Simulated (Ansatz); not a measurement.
## Ansatz (development build ahead of 0.2.0) run

```yaml
crystal:
  periodic: [false, false, false]
  atoms:
    - { symbol: P, position_ang: [0.0, 0.0, 0.0] }
    - { symbol: "N", position_ang: [0.0, 0.0, 2.682] }
basis:
  gaussian: { orbitals: "6-31G" }
magnetization:
  spin_polarized: true
hamiltonian:
  xc: pbe0
scf:
  omitted_lower_state_checks: [starts, atomic_configurations, cluster_reference, orbital_swaps, given_window_search, neighbouring_geometries, increment]
output:
  forces: true
```

The input is written out in the form of the current development build from the run's settings.

Results

- Converged: yes
- Total energy: -395.65113 hartree
- Spin squared of the determinant: 2.623
- Stability test: minimum

Forces (eV/Å):
```tsv
atom	Fx	Fy	Fz
P1	0.000	0.000	0.998
N2	0.000	0.000	-0.998
```

Caution: the unrestricted determinant is a mixture of spin states.
